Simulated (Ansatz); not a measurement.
**U-wB97X/STO-3G run of N2H3 (SMILES [NH]N)**

What is the energy change on altering one bond length of N2H3 at U-wB97X/STO-3G? 

Program for the calculation: Ansatz 0.2.0.

34 further runs of the same task are left out: 34 set aside as unsound or not needed.

## Step 1: The system as given

N2H3 has 5 atoms, charge 0, and is taken as a doublet. SMILES: `[NH]N`. The shape is that of a GFN2-xTB optimisation. This is one conformer, not always the lowest.

Bond lengths: N1–N2 1.335 Å, N1–H3 1.020 Å, N2–H4 1.011 Å, N2–H5 1.017 Å. Angles: N1–N2–H4 112.8°, N1–N2–H5 121.7°, N2–N1–H3 109.8°, H4–N2–H5 116.1°.

## Step 2: A single-point energy at U-wB97X/STO-3G

The input, run.yaml:

```yaml
crystal:
  periodic: [false, false, false]
  atoms:
    - {symbol: N, position_ang: [-0.174970, -0.805480, 0.447260]}
    - {symbol: N, position_ang: [-0.126270, 0.251970, -0.365880]}
    - {symbol: H, position_ang: [0.751750, -0.989150, 0.831090]}
    - {symbol: H, position_ang: [-1.043070, 0.577800, -0.638700]}
    - {symbol: H, position_ang: [0.592550, 0.964850, -0.273770]}
basis:
  gaussian: {orbitals: STO-3G}
magnetization: {spin_polarized: true, initial_magnetization: 1}
hamiltonian: {xc: {name: wB97X}}
accuracy: high
```

Run with:

```console
$ ansatz run run.yaml --threads 1 --pin off --max-ram 2610MiB --events-out events.jsonl --progress --plain --runs-dir runs
```

Log:

```text
Warning: RAYON_NUM_THREADS=1 ignored (pool sized by the plan → 1); use --threads N
Functional definition: wB97X
  name "wB97X"
  parameter omega = 0.3/bohr
  parameter cx = 0.157706
  parameter cx1 = 0.726479
  parameter cx2 = 1.04760
  parameter cx3 = -5.70635
  parameter cx4 = 13.2794
  parameter css1 = -4.33879
  parameter css2 = 18.2308
  parameter css3 = -31.7430
  parameter css4 = 17.2901
  parameter cos1 = 2.37031
  parameter cos2 = -11.3995
  parameter cos3 = 6.58405
  parameter cos4 = -3.78132
  exchange = spin_sum(e_x_unif_sr(omega)*poly(b97_u_x, 1 - cx, cx1, cx2, cx3, cx4)) + cx*exact_x_sr(omega)
      + exact_x_lr(omega)
  correlation = spin_sum(e_c_pw_same_spin*poly(b97_u_same, 1, css1, css2, css3, css4))
      + integral(e_c_pw_opposite_spin*poly(b97_u_opposite, 1, cos1, cos2, cos3, cos4))
209 factors; integrals over basis functions are off by at most 1.2e-8 eV
118 factors; integrals over basis functions are off by at most 4.7e-10 eV
mean field evaluation 1: about -2984.9081 eV, gradient 1.1e1 eV
mean field evaluation 2: about -2985.6095 eV, gradient 7.6e0 eV
mean field evaluation 4: about -2985.9104 eV, gradient 5.4e-1 eV
mean field evaluation 8: about -2985.8992 eV, gradient 1.0e-2 eV
mean field evaluation 16: about -2985.8992 eV, gradient 5.8e-6 eV
mean field -2985.89918942 eV, -109.7297712960 hartree, gradient 3.5e-8 eV, S^2 0.751552; 0 other end points of the search recorded, 0 dependent functions left out
reference -2985.89918805 eV, -109.7297712455 hartree; 9, 8 occupied and 4, 5 virtual orbitals, 209 factors
Total energy: -2985.89918805 eV, -109.7297712455 hartree
```

It took 6.6 s on 1 thread of Arm Neoverse V1, shared host; peak memory 0.31 GiB.

## Step 3: The distorted shape at the same level

The input, in.yaml:

```yaml
crystal:
  periodic: [false, false, false]
  atoms:
    - {symbol: N, position_ang: [-0.406672, -0.759558, 0.351293]}
    - {symbol: "N", position_ang: [-0.357972, 0.297892, -0.461847]}
    - {symbol: H, position_ang: [0.751750, -0.989150, 0.831090]}
    - {symbol: H, position_ang: [-1.274772, 0.623722, -0.734667]}
    - {symbol: H, position_ang: [0.360848, 1.010772, -0.369737]}
basis:
  gaussian:
    orbitals: STO-3G
magnetization:
  spin_polarized: true
  initial_magnetization: 1
hamiltonian:
  xc: {name: wB97X}
accuracy: high
```

Run with:

```console
$ ansatz run in.yaml --threads 1 --pin off --max-ram 2610MiB --events-out events.jsonl --progress --plain --runs-dir runs
```

Log, shortened:

```text
Warning: RAYON_NUM_THREADS=1 ignored (pool sized by the plan → 1); use --threads N
Functional definition: wB97X
  name "wB97X"
[...]
      + exact_x_lr(omega)
[...]
      + integral(e_c_pw_opposite_spin*poly(b97_u_opposite, 1, cos1, cos2, cos3, cos4))
209 factors; integrals over basis functions are off by at most 1.3e-8 eV
119 factors; integrals over basis functions are off by at most 4.4e-10 eV
[...]
mean field -2985.36589977 eV, -109.7101732627 hartree, gradient 4.9e-8 eV, S^2 0.753299; 0 other end points of the search recorded, 0 dependent functions left out
reference -2985.36589837 eV, -109.7101732113 hartree; 9, 8 occupied and 4, 5 virtual orbitals, 209 factors
Total energy: -2985.36589837 eV, -109.7101732113 hartree
```

Wall time 6.6 s (1 thread of Arm Neoverse V1, shared host); peak memory 0.31 GiB.

## Step 4: Summary of results

At U-wB97X/STO-3G:

| quantity | value |
| --- | --- |
| first shape: total energy | -109.72977 Eh |
| first shape: ⟨S²⟩ | 0.752 |
| distorted shape: total energy | -109.71017 Eh |
| distorted shape: ⟨S²⟩ | 0.753 |
| energy change with the N1–H3 bond stretched from 1.020 to 1.275 Å | 0.533 eV |

In words: With the N1–H3 bond stretched from 1.020 to 1.275 Å the energy rises by 0.53 eV (12.3 kcal/mol). The first shape isn't relaxed at this level, so the change isn't measured from a minimum. The minimal basis adds a large error of its own.
